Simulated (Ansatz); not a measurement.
Run this with the Python package of Ansatz (0.2.0) and show what comes out.

The script, `nsi_composite.py`:
```python
"""Relax NSi(+) cheaply, then refine its energy."""

import itertools

import ansatz
from ase.data import atomic_numbers, covalent_radii
import numpy as np

geometry_ang = [
    ("Si", (0.0, 0.0, 0.0)),
    ("N", (0.0, 0.0, 1.87)),
]
geometry = ansatz.Crystal.molecule()
for symbol, xyz in geometry_ang:
    geometry = geometry.atom(symbol, xyz)

setup = (
    geometry.calculation()
    .basis(gaussian="def2-SVP")
    .functional("B3LYP")
    .charge(1)
    .spin("collinear", total=2)
)
symbols = [site.symbol for site in geometry.cartesian_sites]
start = np.array([site.position_ang for site in geometry.cartesian_sites], dtype=float)
r = setup.relax(force_tolerance=0.01, max_steps=100).run().report
end = np.array(r["positions_ang"])
# pairs closer than 1.2 times the sum of covalent radii, before or after
radius = [covalent_radii[atomic_numbers[s]] for s in symbols]
span = lambda where, i, j: np.linalg.norm(where[i] - where[j])
bonded = [(i, j) for i, j in itertools.combinations(range(len(symbols)), 2) if min(span(start, i, j), span(end, i, j)) < 1.2 * (radius[i] + radius[j])]
print("pair        before    after (A)")
for i, j in bonded:
    print(f"{symbols[i]}{i}-{symbols[j]}{j}".ljust(10), f"{span(start, i, j):8.4f} {span(end, i, j):8.4f}")

minimum = ansatz.Crystal.molecule()
for symbol, place in zip(symbols, end):
    minimum = minimum.atom(symbol, place.tolist())
at_minimum = minimum.calculation().charge(1).spin("collinear", total=2)
# MP2 extrapolated to the basis limit, plus the small-basis difference CCSD(T) - MP2
level = lambda method, basis: at_minimum.basis(gaussian=basis).correlation(method).run().report
small, large, cluster = level("mp2", "cc-pVDZ"), level("mp2", "cc-pVTZ"), level("ccsd_t", "cc-pVDZ")
corr = lambda each: (each["free_energy_ev"] - each["reference_energy_ev"]) / 27.211386246
mp2_limit = (27 * corr(large) - 8 * corr(small)) / 19
pieces = {"HF / cc-pVTZ": large["reference_energy_ev"] / 27.211386246, "MP2 correlation, DZ-TZ limit": mp2_limit, "CCSD(T) - MP2 / cc-pVDZ": corr(cluster) - corr(small)}
for name, value in pieces.items():
    print(f"{name:32s} {value:14.6f} Ha")
print(f"{'sum':32s} {sum(pieces.values()):14.6f} Ha")
print("T1 diagnostic", round(cluster["correlation"]["coupled_cluster"]["t1_diagnostic"], 4))
```

```console
$ python nsi_composite.py
pair        before    after (A)
Si0-N1       1.8700   1.8082
HF / cc-pVTZ                        -343.007396 Ha
MP2 correlation, DZ-TZ limit          -0.203647 Ha
CCSD(T) - MP2 / cc-pVDZ               -0.038983 Ha
sum                                 -343.250026 Ha
T1 diagnostic 0.0257
```

Notes:
- Total energies depend on the basis set; only differences at equal settings carry meaning.
- The sum leaves out core correlation, relativity, the Hartree-Fock basis error and zero-point energy; a DZ-TZ extrapolation is rough.
- The run takes the species as open-shell (spin multiplicity 3), which needn't be its ground state.
- b3lyp holds the VWN-RPA fit, as in Gaussian; the form of ORCA and Turbomole is b3lyp5.
- Inner cores stay frozen, so this is valence correlation.
- For Al to Cl the sets with a tight d function, cc-pV(X+d)Z, are usual.
- The spin state was assumed, and another may lie lower.
- An extrapolation from small basis sets is rough.
- Finished in 13 s on 1 thread of Arm Neoverse V1, with other jobs on the host, peak memory 0.18 GiB.
